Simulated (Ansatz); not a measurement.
We consider rock-salt ZrC, described by PBEsol (Ansatz, a program for electronic structure, PAW).

Run with plane-wave cutoff 500 eV, 10×14×1 k mesh (along the axes of the cell as run), Fermi–Dirac smearing 0.05 eV, scalar-relativistic PAW data made under PBE.

Problem. Estimate the surface energy of the (110) face and work function of the (110) face that the calculation returns.

Solution. 
surface energy of the (110) face: 3.56 J/m²
work function of the (110) face: 3.40 eV

The slab of 16 atoms is relaxed and unreconstructed.

Static lattice: no zero-point or thermal effects.
